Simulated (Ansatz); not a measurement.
**Co3Si (P6_3/mmc)**

All numbers below come from DFT r2SCAN, scalar-relativistic, plane waves, PAW in Ansatz 0.2.0.

Settings: cutoff 500 eV, Γ-centred mesh 12×12×10 on the computed 8-atom cell, Gaussian smearing of 0.10 eV; collinear spin from starting moments 1.57 1.57 1.57 1.57 1.57 1.57 0 0 μB.

The structure is relaxed at this level of theory with its symmetry kept. Whether it is the stable form of this composition wasn't checked.

```
CELL_PARAMETERS angstrom
4.90899 0.00000 0.00000
-2.45450 4.25131 0.00000
0.00000 0.00000 4.05774
ATOMIC_POSITIONS crystal
Co 0.16889 0.33779 0.75000
Co 0.66221 0.83111 0.75000
Co 0.16889 0.83111 0.75000
Co 0.83111 0.66221 0.25000
Co 0.33779 0.16889 0.25000
Co 0.83111 0.16889 0.25000
Si 0.66667 0.33333 0.75000
Si 0.33333 0.66667 0.25000
```

* Space group: P6_3/mmc (No. 194)
* Volume per atom: 71.4 bohr³
* Formation energy from the elements' standard states (uncorrected): -0.167 eV/atom
* Generalised Kohn–Sham band gap: none (metal)
* Density of states at the Fermi level: 3.41 states/eV per cell
* Löwdin character within 0.5 eV of the Fermi level: Co 3d 87 %
* Bader charges (e): Co (6 in the cell) -0.06, Si (2 in the cell) 0.19
* Total moment: 7.88 μB per cell
* Site moments (μB; atoms counted from 1 over the whole cell): Co (atom 1) 1.43, Co (atom 2) 1.43, Co (atom 3) 1.43, Co (atom 4) 1.43, Co (atom 5) 1.43, Co (atom 6) 1.43, Si (atom 7) -0.08, Si (atom 8) -0.08

The state reached may not be the lowest one.

Only this magnetic start was tried.

Cost: 1 run of about 14 core-minutes, on Arm Neoverse V1 (shared hosts).